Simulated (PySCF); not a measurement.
Coordinates in bohr (charge -1 multiplicity 1):
```
Na    0.0000    0.0000    0.0000
H     0.0000    0.0000    3.9026
H     0.0000    0.0000   -3.9026
```

Level of theory: PBE0/[Na def2-TZVPD, H def2-TZVPD], no relativity, density fitting, PySCF.

This geometry of [NaH2]- is a stationary point at this level.

**Question.** What is the point group?

**Answer.** D∞h.

**Question.** Is it a minimum?

**Answer.** Yes: all harmonic wavenumbers are real.

**Question.** List the harmonic modes with their infrared intensities.

**Answer.** 
| symmetry | ω (cm⁻¹) | IR (km/mol, summed over degenerate members) | type |
| --- | --- | --- | --- |
| πu | 308 | 1769 | bend |
| σu+ | 852 | 1162 | stretch |
| σg+ | 891 | 0.0 | stretch |

**Question.** What are the dipole moment and the gap between the highest occupied and lowest empty levels?

**Answer.** 0.00 D about the centre of mass and 3.19 eV.

In D∞h the vibrations span πu + σu+ + σg+. The σg+ mode carries no infrared intensity, as symmetry demands. With a centre of inversion only u modes can be infrared active and only g modes Raman active.

This need not be the most stable arrangement of these atoms. The lowest empty level of this anion is unbound, so it and the gap depend on the basis.
